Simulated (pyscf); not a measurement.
## Routes from HS–GaH₂ + hydrogen (H₂)

Candidate steps break at most two bonds and form at most two. Each was searched with GFN2-xTB (tblite) first. Structures and frequencies: ωB97X-D3(BJ)/def2-SVP in PySCF. Energies: ωB97M-D3(BJ)/def2-TZVP, kcal/mol, from the separated reactants, singlet surface; ΔG‡ with ideal gas, 1 atm, RRHO with modes under 100 cm⁻¹ raised to 100, one conformer, R ln 2 for chiral ones without a mode under 150 cm⁻¹.

```csv
products,type,ΔE‡,ΔE,ΔG‡ 298 K,ΔG‡ 900 K,ν‡ (cm⁻¹)
H₂S + GaH₃,four-centre exchange,28.0,+19.3,36.5,54.2,1269i
HS–GaH₂ + H₂,"four-centre exchange (Ga–H, H–H broken, Ga–H, H–H formed)",35.2,0.0,43.9,61.5,1545i
HS–GaH₂ + H₂,"four-centre exchange (H–S, H–H broken, H–S, H–H formed)",73.0,0.0,80.5,97.6,2775i
```

Row 1: On the product side the descent ends in an adduct with a Ga–S contact, 14.5 kcal/mol under the separated species and 19.6 kcal/mol under the saddle at ωB97X-D3(BJ)/def2-TZVP. 

Plain bond fissions and candidates not yet searched are not listed, and one of them may be faster. Each barrier is that of the saddle found; lower ones may exist. Elements up to Kr have no core potential and no relativistic terms here.
